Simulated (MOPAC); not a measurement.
MOPAC input (AM1):

```
AM1 FORCE THERMO(298,298) PRECISE LET UHF MS=0.5 GEO-OK AUX(PRECISION=9) THREADS=1
C2H3O

C    -0.99316926 1   -0.64333860 1   -0.00508935 1
C     0.03548752 1    0.37306911 1    0.00377331 1
H    -0.56710685 1   -1.67926047 1   -0.01637337 1
H    -1.63361157 1   -0.52130860 1    0.90573065 1
H    -1.63629301 1   -0.50266259 1   -0.91125441 1
O     1.21706704 1    0.54950123 1    0.00378464 1
```

Output:

```
 *******************************************************************************
 **                                                                           **
 **                              MOPAC v23.2.5                                **
 **                                                                           **
 *******************************************************************************
 ** MOPAC's Digital Object Identifier: https://doi.org/10.5281/zenodo.6511958 **
 **                                                                           **
 ** Please cite the open-source release paper for use of this MOPAC version:  **
 ** J. E. Moussa and J. J. P. Stewart (2026)                                  **
 ** MOPAC: An open-source semiempirical molecular orbital program             **
 ** J. Open Source Softw., 11(119), 8025, https://doi.org/10.21105/joss.08025 **
 *******************************************************************************

                              AM1 CALCULATION RESULTS

 *******************************************************************************
 *  AM1        - The AM1 Hamiltonian to be used
 *  GEO-OK     - OVERRIDE INTERATOMIC DISTANCE AND OTHER SAFETY CHECKS
 *  UHF        - UNRESTRICTED HARTREE-FOCK CALCULATION
 *  MS=        - IN MECI, MAGNETIC COMPONENT OF SPIN =  0.5
 *  LET        - OVERRIDE SOME SAFETY CHECKS
 *  PRECISE    - TIGHTER CRITERIA TO BE USED
 *  FORCE      - FORCE CALCULATION SPECIFIED
 *  AUX        - OUTPUT AUXILIARY INFORMATION
 *  THERMO     - THERMODYNAMIC QUANTITIES TO BE CALCULATED
 *******************************************************************************
AM1 FORCE THERMO(298,298) PRECISE LET UHF MS=0.5 GEO-OK AUX(PRECISION=9) THREADS=1
 C2H3O

   ATOM   CHEMICAL          X               Y               Z
  NUMBER   SYMBOL      (ANGSTROMS)     (ANGSTROMS)     (ANGSTROMS)

     1       C         -0.99316926  *  -0.64333860  *  -0.00508935  *
     2       C          0.03548752  *   0.37306911  *   0.00377331  *
     3       H         -0.56710685  *  -1.67926047  *  -0.01637337  *
     4       H         -1.63361157  *  -0.52130860  *   0.90573065  *
     5       H         -1.63629301  *  -0.50266259  *  -0.91125441  *
     6       O          1.21706704  *   0.54950123  *   0.00378464  *

          CARTESIAN COORDINATES

    NO.       ATOM           X           Y           Z

     1         C         -0.9932     -0.6433     -0.0051
     2         C          0.0355      0.3731      0.0038
     3         H         -0.5671     -1.6793     -0.0164
     4         H         -1.6336     -0.5213      0.9057
     5         H         -1.6363     -0.5027     -0.9113
     6         O          1.2171      0.5495      0.0038

  H: (AM1): M.J.S. DEWAR ET AL, J. AM. CHEM. SOC. 107 3902-3909 (1985)
  C: (AM1): M.J.S. DEWAR ET AL, J. AM. CHEM. SOC. 107 3902-3909 (1985)
  O: (AM1): M.J.S. DEWAR ET AL, J. AM. CHEM. SOC. 107 3902-3909 (1985)

           Empirical Formula: C2 H3 O  =     6 atoms

      MOLECULAR POINT GROUP   :   Cs

          UHF CALCULATION, NO. OF ALPHA ELECTRONS =    9
                           NO. OF BETA  ELECTRONS =    8
[...]
 TRAVEL (Ang.)       0.3452         C 1 -- H 4         +20.9% ( 39.3%)      9.9%
 REDUCED MASS        0.4159         C 1 -- C 2          +4.6% ( 18.4%)      0.0%
 EFFECTIVE MASS      1.5186
 FORCE CONSTANT      0.4534

 VIBRATION          8    5A'         ATOM PAIR     ENERGY CONTRIBUTION    RADIAL
 FREQUENCY          1409.14         C 1 -- H 3         +28.4% ( 63.3%)      3.6%
 TRANSITION DIPOLE   0.2592         C 1 -- H 4         +27.4% ( 62.3%)      1.8%
 TRAVEL (Ang.)       0.1973         C 1 -- H 5         +27.4% ( 62.3%)      1.8%
 REDUCED MASS        1.2293         C 1 -- C 2         +16.0% ( 47.6%)     98.1%
 EFFECTIVE MASS      4.0868
 FORCE CONSTANT      1.4382

 VIBRATION          9    6A'         ATOM PAIR     ENERGY CONTRIBUTION    RADIAL
 FREQUENCY          2262.44         C 2 -- O 6         +68.1% ( 98.6%)     99.7%
 TRANSITION DIPOLE   4.3513         C 1 -- C 2         +30.9% ( 66.4%)     78.7%
 TRAVEL (Ang.)       0.0663         C 1 -- H 5          +0.3% (  6.8%)     30.3%
 REDUCED MASS        6.7818         C 1 -- H 4          +0.3% (  6.8%)     30.3%
 EFFECTIVE MASS     13.3229
 FORCE CONSTANT     20.4528

 VIBRATION         10    7A'         ATOM PAIR     ENERGY CONTRIBUTION    RADIAL
 FREQUENCY          3037.35         C 1 -- H 3         +73.0% ( 87.9%)     99.6%
 TRANSITION DIPOLE   0.2308         C 1 -- H 5         +13.1% ( 37.2%)     82.4%
 TRAVEL (Ang.)       0.1945         C 1 -- H 4         +13.1% ( 37.2%)     82.4%
 REDUCED MASS        0.5868         C 1 -- C 2          +0.9% (  9.8%)      0.8%
 EFFECTIVE MASS      1.4730
 FORCE CONSTANT      3.1895

 VIBRATION         11    4A"         ATOM PAIR     ENERGY CONTRIBUTION    RADIAL
 FREQUENCY          3043.97         C 1 -- H 4         +49.2% ( 72.2%)     97.7%
 TRANSITION DIPOLE   0.3818         C 1 -- H 5         +49.2% ( 72.2%)     97.7%
 TRAVEL (Ang.)       0.2098         C 1 -- C 2          +0.8% (  9.5%)      0.0%
 REDUCED MASS        0.5033         C 1 -- H 3          +0.8% (  9.2%)      0.0%
 EFFECTIVE MASS      1.4657
 FORCE CONSTANT      2.7475

 VIBRATION         12    8A'         ATOM PAIR     ENERGY CONTRIBUTION    RADIAL
 FREQUENCY          3135.01         C 1 -- H 5         +37.6% ( 59.1%)     97.1%
 TRANSITION DIPOLE   0.2668         C 1 -- H 4         +37.6% ( 59.1%)     97.1%
 TRAVEL (Ang.)       0.2530         C 1 -- H 3         +24.5% ( 47.7%)     94.5%
 REDUCED MASS        0.3360         C 1 -- C 2          +0.3% (  4.9%)     95.2%
 EFFECTIVE MASS      1.1315
 FORCE CONSTANT      1.9458

      SYMMETRY NUMBER FOR POINT-GROUP Cs  =  1

          SYSTEM IS A GROUND STATE

 C2H3O

          MOLECULE IS NOT LINEAR

          THERE ARE 12 GENUINE VIBRATIONS IN THIS SYSTEM
          THIS THERMODYNAMICS CALCULATION IS LIMITED TO
          MOLECULES WHICH HAVE NO INTERNAL ROTATIONS

                    CALCULATED THERMODYNAMIC PROPERTIES
                                          *
   TEMP. (K)   PARTITION FUNCTION   H.O.F.    ENTHALPY  HEAT CAPACITY ENTROPY
                                   KCAL/MOL   CAL/MOLE    CAL/K/MOL  CAL/K/MOL

 298.00  VIB.     0.3177D+01                   724.1761     4.7261     4.7273
         ROT.     0.9124D+04                   888.2803     2.9808    21.1015
         INT.     0.2899D+05                  1612.4564     7.7069    25.8288
         TRA.     0.2730D+27                  1480.4672     4.9680    37.2032
         TOT.                      -13.617    3092.9236    12.6749    63.0320

   *: NOTE: HEATS OF FORMATION ARE RELATIVE TO THE
            ELEMENTS IN THEIR STANDARD STATE AT 298K
              (=  Standard Enthalpy of Formation).

            Hvib:  Zero-point energy is not included.
                   frequencies of less than zero cm-1 are not included.
            Hrot = (3/2)RT
            Htra = (3/2)RT + pV = (5/2)RT

            Heat capacity is Cp, not Cv

          For more information, see: HTTP://OpenMOPAC.net/Manual/thermochemistry.html

           FORCE CONSTANT IN CARTESIAN COORDINATES (Millidynes/A)

    ATOM   CHEMICAL       X               Y               Z
   NUMBER   SYMBOL  FORCE CONSTANT  FORCE CONSTANT  FORCE CONSTANT

      1       C        9.253459        7.766078        7.271596
      2       C       18.784868        7.914875        0.513847
      3       H        1.394096        4.548774        0.620607
      4       H        1.216849        1.711329        3.666431
      5       H        1.216801        1.711622        3.666185
      6       O       13.199159        6.757581        0.010723

 **********************
 *                    *
 * JOB ENDED NORMALLY *
 *                    *
 **********************

 == MOPAC DONE ==
```
